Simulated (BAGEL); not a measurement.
# P4 (PPPP tetrahedron): levels of theory compared

Wanted: a comparison of 4 runs (B3LYP/6-31G*, B3LYP/def2-SVPD, PBE0/def2-SVPD, RI-MP2/def2-SVPD) of P4 (PPPP tetrahedron). 

The calculation is run with BAGEL 1.2.2.

9 further runs of the same task are left out: 4 that didn't finish, 5 set aside as unsound or not needed.

### Step 1. The structure to begin with

P4 has 4 atoms, charge 0, and is taken as a singlet. The coordinates come from a GFN2-xTB relaxation.

Bond lengths: P1–P2 2.185 Å, P1–P3 2.185 Å, P2–P3 2.185 Å, P1–P4 2.185 Å, P2–P4 2.185 Å, P3–P4 2.185 Å. Some angles: P1–P2–P3 60.0°, P1–P2–P4 60.0°, P3–P2–P4 60.0°, P2–P1–P3 60.0°, P2–P1–P4 60.0°, P3–P1–P4 60.0°, P1–P3–P2 60.0°, P1–P3–P4 60.0°, P2–P3–P4 60.0°, P1–P4–P2 60.0°.

### Step 2. The energy at B3LYP/6-31G(d) (density fitting with qzvpp-jkfit, spherical functions) (run 1)

Contents of job.json:

```json
{ "bagel" : [

{
  "title" : "molecule",
  "basis" : "6-31gs.json",
  "df_basis" : "qzvpp-jkfit",
  "angstrom" : true,
  "geometry" : [
    { "atom" : "P", "xyz" : [       1.237350,       0.508660,       0.014870 ] },
    { "atom" : "P", "xyz" : [      -0.533910,       0.090090,       1.223310 ] },
    { "atom" : "P", "xyz" : [       0.050100,      -1.284450,      -0.371180 ] },
    { "atom" : "P", "xyz" : [      -0.753550,       0.685700,      -0.867000 ] }
  ]
},

{ "title" : "ks", "xc_func" : "b3lyp" },

{ "title" : "print", "file" : "orbitals.molden", "orbitals" : true }

]}
```

The basis set 6-31G* is read from a file made from the Basis Set Exchange's data (not shown).

Run with:

```bash
$ BAGEL_NUM_THREADS=1 BAGEL job.json > job.out
```

The program printed:

```text
* using 1 threads per process

  ===============================================================
  ===============================================================

  *** Geometry ***

  { "atom" : "P", "xyz" : [      2.338253,      0.961228,      0.028100 ] },
  { "atom" : "P", "xyz" : [     -1.008944,      0.170245,      2.311721 ] },
  { "atom" : "P", "xyz" : [      0.094675,     -2.427259,     -0.701429 ] },
  { "atom" : "P", "xyz" : [     -1.424003,      1.295785,     -1.638393 ] },

  Number of auxiliary basis functions:      512

  Since a DF basis is specified, we compute 2- and 3-index integrals:
    o Being stored without compression. Storage requirement is 0.021 GB

  Number of basis functions:       72
  Number of electrons      :       60

    * METHOD: MOLECULE                             0.27

  *** Kohn-Sham DFT ***

    * Removing 8345 points whose weight is below 1.00e-10
    * Grid points: 51279

  === Nuclear Repulsion ===
   326.9944153456

       - DIIS with orbital gradients will be used.

  === KS iteration (b3lyp / 6-31gs.json) ===
      0      -1344.48170388          0.14330481           0.25
      1      -1352.88203271          0.08620857           0.22
      2      -1354.28411297          0.10938900           0.21
      3      -1364.58058116          0.03701737           0.21
      4      -1364.53064212          0.03573591           0.20
      5      -1365.37042372          0.01144744           0.21
      6      -1365.39971207          0.00637387           0.21
      7      -1365.42639685          0.00234681           0.20
      8      -1365.42813393          0.00164272           0.20
      9      -1365.43006300          0.00016122           0.20
     10      -1365.43008144          0.00001884           0.20
     11      -1365.43008165          0.00000855           0.21
     12      -1365.43008167          0.00000328           0.20
     13      -1365.43008168          0.00000165           0.21
     14      -1365.43008168          0.00000044           0.20
     15      -1365.43008168          0.00000019           0.20
     16      -1365.43008168          0.00000008           0.20
     17      -1365.43008168          0.00000002           0.20
     18      -1365.43008168          0.00000000           0.20
    * SCF iteration converged.

    * Permanent dipole moment:
           (    0.000048,    -0.000047,    -0.000027) a.u.

    * METHOD: KS                                   4.14

    * METHOD: PRINT                                0.01

  ===============================================================
```

It took 4.8 s on 1 thread of Arm Neoverse V1, shared host; peak memory 0.23 GiB.

### Step 3. A single-point energy at B3LYP/def2-SVPD (density fitting with qzvpp-jkfit) (run 2)

Contents of dft.json:

```json
{ "bagel" : [

{
  "title" : "molecule",
  "basis" : "def2-svpd.json",
  "df_basis" : "qzvpp-jkfit",
  "angstrom" : true,
  "geometry" : [
    { "atom" : "P", "xyz" : [       1.237350,       0.508660,       0.014870 ] },
    { "atom" : "P", "xyz" : [      -0.533910,       0.090090,       1.223310 ] },
    { "atom" : "P", "xyz" : [       0.050100,      -1.284450,      -0.371180 ] },
    { "atom" : "P", "xyz" : [      -0.753550,       0.685700,      -0.867000 ] }
  ]
},

{ "title" : "ks", "xc_func" : "b3lyp" },

{ "title" : "print", "file" : "orbitals.molden", "orbitals" : true }

]}
```

The basis set def2-SVPD is read from a file made from the Basis Set Exchange's data (not shown).

Run with:

```bash
$ BAGEL_NUM_THREADS=1 BAGEL dft.json > dft.out
```

The program printed:

```text
* using 1 threads per process

  ===============================================================
  ===============================================================

  *** Geometry ***

  { "atom" : "P", "xyz" : [      2.338253,      0.961228,      0.028100 ] },
  { "atom" : "P", "xyz" : [     -1.008944,      0.170245,      2.311721 ] },
  { "atom" : "P", "xyz" : [      0.094675,     -2.427259,     -0.701429 ] },
  { "atom" : "P", "xyz" : [     -1.424003,      1.295785,     -1.638393 ] },

  Number of auxiliary basis functions:      512

  Since a DF basis is specified, we compute 2- and 3-index integrals:
    o Being stored without compression. Storage requirement is 0.038 GB

  Number of basis functions:       96
  Number of electrons      :       60

    * METHOD: MOLECULE                             0.25

  *** Kohn-Sham DFT ***

    * Removing 8345 points whose weight is below 1.00e-10
    * Grid points: 51279

  === Nuclear Repulsion ===
   326.9944153456

       - DIIS with orbital gradients will be used.

  === KS iteration (b3lyp / def2-svpd.json) ===
      0      -1344.46982597          0.12239739           0.33
      1      -1346.79476391          0.08807255           0.32
      2      -1352.53079017          0.09791090           0.32
      3      -1363.98359145          0.03687253           0.32
      4      -1363.70515755          0.04448168           0.32
      5      -1364.93928535          0.01623503           0.31
      6      -1365.01346964          0.01133116           0.30
      7      -1365.08567030          0.00423748           0.31
      8      -1365.09035462          0.00334513           0.31
      9      -1365.09755538          0.00039825           0.31
     10      -1365.09767301          0.00005508           0.32
     11      -1365.09767194          0.00007424           0.31
     12      -1365.09767514          0.00001519           0.30
     13      -1365.09767522          0.00000954           0.30
     14      -1365.09767526          0.00000567           0.30
     15      -1365.09767528          0.00000247           0.31
     16      -1365.09767528          0.00000075           0.31
     17      -1365.09767528          0.00000023           0.31
     18      -1365.09767528          0.00000024           0.31
     19      -1365.09767528          0.00000008           0.31
     20      -1365.09767528          0.00000006           0.31
     21      -1365.09767528          0.00000003           0.31
     22      -1365.09767528          0.00000001           0.30
     23      -1365.09767528          0.00000000           0.30
    * SCF iteration converged.

    * Permanent dipole moment:
           (    0.000014,    -0.000016,    -0.000007) a.u.

    * METHOD: KS                                   7.69

    * METHOD: PRINT                                0.02

  ===============================================================
```

Wall time 8.1 s (1 thread of Arm Neoverse V1, shared host); peak memory 0.29 GiB.

### Step 4. A single-point energy at PBE0/def2-SVPD (density fitting with qzvpp-jkfit) (run 3)

Contents of input.json:

```json
{ "bagel" : [

{
  "title" : "molecule",
  "basis" : "def2-svpd.json",
  "df_basis" : "qzvpp-jkfit",
  "angstrom" : true,
  "geometry" : [
    { "atom" : "P", "xyz" : [    1.237350,    0.508660,    0.014870 ] },
    { "atom" : "P", "xyz" : [   -0.533910,    0.090090,    1.223310 ] },
    { "atom" : "P", "xyz" : [    0.050100,   -1.284450,   -0.371180 ] },
    { "atom" : "P", "xyz" : [   -0.753550,    0.685700,   -0.867000 ] }
  ]
},
{
  "title" : "ks",
  "xc_func" : "pbe0"
},
{
  "title" : "print",
  "file" : "orbitals.molden",
  "orbitals" : true
}

]}
```

The basis set def2-SVPD is read from a file made from the Basis Set Exchange's data (not shown).

Run with:

```bash
$ BAGEL_NUM_THREADS=1 BAGEL input.json > input.out
```

The program printed:

```text
* using 1 threads per process

  ===============================================================
  ===============================================================

  *** Geometry ***

  { "atom" : "P", "xyz" : [      2.338253,      0.961228,      0.028100 ] },
  { "atom" : "P", "xyz" : [     -1.008944,      0.170245,      2.311721 ] },
  { "atom" : "P", "xyz" : [      0.094675,     -2.427259,     -0.701429 ] },
  { "atom" : "P", "xyz" : [     -1.424003,      1.295785,     -1.638393 ] },

  Number of auxiliary basis functions:      512

  Since a DF basis is specified, we compute 2- and 3-index integrals:
    o Being stored without compression. Storage requirement is 0.038 GB

  Number of basis functions:       96
  Number of electrons      :       60

    * METHOD: MOLECULE                             0.25

  *** Kohn-Sham DFT ***

    * Removing 8345 points whose weight is below 1.00e-10
    * Grid points: 51279

  === Nuclear Repulsion ===
   326.9944153456

       - DIIS with orbital gradients will be used.

  === KS iteration (pbe0 / def2-svpd.json) ===
      0      -1343.93545126          0.12230976           0.32
      1      -1345.90728785          0.08657719           0.30
      2      -1352.44048575          0.09730249           0.30
      3      -1363.41712888          0.03687242           0.30
      4      -1363.29735663          0.04199167           0.30
      5      -1364.38377196          0.01587770           0.30
      6      -1364.48209579          0.00931128           0.31
      7      -1364.52967943          0.00388491           0.30
      8      -1364.53526120          0.00250042           0.30
      9      -1364.53935496          0.00025557           0.30
     10      -1364.53940533          0.00002956           0.30
     11      -1364.53940568          0.00002477           0.30
     12      -1364.53940591          0.00001655           0.30
     13      -1364.53940606          0.00000346           0.30
     14      -1364.53940607          0.00000289           0.30
     15      -1364.53940607          0.00000054           0.30
     16      -1364.53940607          0.00000030           0.30
     17      -1364.53940607          0.00000011           0.30
     18      -1364.53940607          0.00000003           0.30
     19      -1364.53940607          0.00000002           0.30
     20      -1364.53940607          0.00000001           0.30
    * SCF iteration converged.

    * Permanent dipole moment:
           (    0.000011,    -0.000011,    -0.000006) a.u.

    * METHOD: KS                                   6.58

    * METHOD: PRINT                                0.02

  ===============================================================
```

Wall time 7.2 s (1 thread of Arm Neoverse V1, shared host); peak memory 0.29 GiB.

### Step 5. A single-point energy at RI-MP2/def2-SVPD (density fitting with qzvpp-jkfit) (run 4)

Contents of input.json:

```json
{ "bagel" : [

{
  "title" : "molecule",
  "basis" : "def2-svpd.json",
  "df_basis" : "qzvpp-jkfit",
  "angstrom" : true,
  "geometry" : [
    { "atom" : "P", "xyz" : [       1.237350,       0.508660,       0.014870 ] },
    { "atom" : "P", "xyz" : [      -0.533910,       0.090090,       1.223310 ] },
    { "atom" : "P", "xyz" : [       0.050100,      -1.284450,      -0.371180 ] },
    { "atom" : "P", "xyz" : [      -0.753550,       0.685700,      -0.867000 ] }
  ]
},

{ "title" : "hf" },

{ "title" : "mp2", "ncore" : 20 }

]}
```

The basis set def2-SVPD is read from a file made from the Basis Set Exchange's data (not shown).

Run with:

```bash
$ BAGEL_NUM_THREADS=1 BAGEL input.json > input.out
```

The program printed:

```text
* using 1 threads per process

  ===============================================================
  ===============================================================

  *** Geometry ***

  { "atom" : "P", "xyz" : [      2.338253,      0.961228,      0.028100 ] },
  { "atom" : "P", "xyz" : [     -1.008944,      0.170245,      2.311721 ] },
  { "atom" : "P", "xyz" : [      0.094675,     -2.427259,     -0.701429 ] },
  { "atom" : "P", "xyz" : [     -1.424003,      1.295785,     -1.638393 ] },

  Number of auxiliary basis functions:      512

  Since a DF basis is specified, we compute 2- and 3-index integrals:
    o Being stored without compression. Storage requirement is 0.038 GB

  Number of basis functions:       96
  Number of electrons      :       60

    * METHOD: MOLECULE                             0.26

  *** RHF ***

  === Nuclear Repulsion ===
   326.9944153456

      * DIIS with orbital gradients will be used.

  === RHF iteration (def2-svpd.json) ===
      0      -1362.52246851          0.00671797           0.13
      1      -1362.55048889          0.00271090           0.12
      2      -1362.55660276          0.00098168           0.12
      3      -1362.55819017          0.00022006           0.12
      4      -1362.55829769          0.00003342           0.12
      5      -1362.55829928          0.00000337           0.12
      6      -1362.55829930          0.00000037           0.12
      7      -1362.55829930          0.00000011           0.12
      8      -1362.55829930          0.00000006           0.12
      9      -1362.55829930          0.00000001           0.12
    * SCF iteration converged.

    * Permanent dipole moment:
           (    0.000030,    -0.000026,    -0.000015) a.u.

    * METHOD: HF                                   1.42

  *** RHF ***

  === Nuclear Repulsion ===
   326.9944153456

      * DIIS with orbital gradients will be used.

  === RHF iteration (def2-svpd.json) ===
      0      -1362.55829930          0.00000001           0.12
    * SCF iteration converged.

    * Permanent dipole moment:
           (    0.000031,    -0.000027,    -0.000015) a.u.

  === DF-MP2 calculation ===

    * freezing 20 orbitals
    * 3-index integral transformation done
    * assembly done

      MP2 correlation energy:   -0.4790611288      0.04

      MP2 total energy:       -1363.0373604249

    * METHOD: MP2                                  0.28

  ===============================================================
```

Run time: 2.1 s. Hardware: 1 thread of Arm Neoverse V1, shared host; peak memory 0.15 GiB.

### Step 6. All runs side by side

```csv
run,level,frozen core orbitals,energy (Eh),dipole moment (D),HOMO energy (eV),LUMO energy (eV),wall time
1,"B3LYP/6-31G* (density fitting with qzvpp-jkfit, spherical functions)",–,-1365.430082,0.00,-7.46,-0.88,4.8 s
2,B3LYP/def2-SVPD (density fitting with qzvpp-jkfit),–,-1365.097675,0.00,-7.39,-0.82,8.1 s
3,PBE0/def2-SVPD (density fitting with qzvpp-jkfit),–,-1364.539406,0.00,-7.69,-0.70,7.2 s
4,RI-MP2/def2-SVPD (density fitting with qzvpp-jkfit),20,-1363.037360,–,–,–,2.1 s
```

### Step 7. Outcome

```
                                           quantity           value
                                run 4: total energy  -1363.03736 Eh
run 4: correlation energy (20 core orbitals frozen)      -479.1 mEh
```

In words: Over runs 1, 2, 3 the HOMO–LUMO gap runs from 6.57 eV (B3LYP/def2-SVPD) to 6.99 eV (PBE0/def2-SVPD). Totals of different functionals can't be ranked against each other. All runs together took 22 s, the longest 8.1 s.
